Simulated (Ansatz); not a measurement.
This geometry of Al$_{2}$H$_{4}$O (7 atoms, charge 0, multiplicity 1) is a first-order saddle point.

All numbers below come from Ansatz 0.2.0, RKS CAM-B3LYP-D4/def2-SVP.

```xyz
7
Properties=species:S:1:pos:R:3
O -1.615 -1.240 -1.423
Al -0.398 -0.514 -0.503
Al 1.518 0.297 0.691
H -2.535 -0.985 -1.521
H -0.744 0.866 0.407
H 1.579 -0.043 2.235
H 2.256 1.551 0.068
```

Task: Which two structures does it join? (They come from a converged band through this point; their orientation in space is the band's.)

Result: Bonds broken: Al2–H5. Bonds formed: Al3–H5.

Initial state:

```xyz
7
Properties=species:S:1:pos:R:3
O -1.758 -0.903 -0.391
Al -0.411 0.061 -0.811
Al 1.323 0.344 1.058
H -2.501 -1.114 -0.962
H -0.382 0.667 -2.286
H 2.537 -0.668 1.245
H 1.253 1.544 2.102
```

Final state:

```xyz
7
Properties=species:S:1:pos:R:3
O -2.339 -1.202 -0.556
Al -0.892 -0.472 -0.206
Al 1.494 0.744 0.341
H -3.172 -1.621 -0.756
H 1.656 1.458 -1.073
H 0.989 1.610 1.579
H 2.325 -0.584 0.625
```

Task: How far does it lie above each of them?

Result: 58.3 kJ/mol above the first and 52.3 kJ/mol above the second. This is the barrier of this one path; another mechanism may lie lower. The orbitals stay closed-shell, which can raise the energy where a bond breaks towards radicals; this wasn't checked here.

Run time: 3.7 min on 2 threads of Intel(R) Xeon(R) Platinum 8375C CPU @ 2.90GHz (Ice Lake), with other jobs on the host, peak memory 0.16 GiB.
